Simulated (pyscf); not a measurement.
PySCF, gas phase, ωB97X-D3(BJ)/def2-SVP geometries.

Question: HN=SiH₂ + H atom (H•) → [HN=SiH]• + hydrogen (H₂)
Surface: doublet. Broken: H–Si. Formed: H–H. Give ΔE‡ and ΔE from ωB97M-D3(BJ)/def2-TZVP, relative to the separated reactants.

Answer: ΔE‡ = 3.8 kcal/mol, ΔE = -22.6 kcal/mol. Zero-point energy shifts the barrier by -0.4 kcal/mol. It is a hydrogen abstraction, with an imaginary mode of 835i cm⁻¹. HN=SiH₂ lies 18.2 kcal/mol over its isomer H₂N–SiH: [singlet] (electronic energy, ωB97M-D3(BJ)/def2-TZVP). One saddle was located; it need not be the lowest between these sides. The angle at the transferred H is 176°.
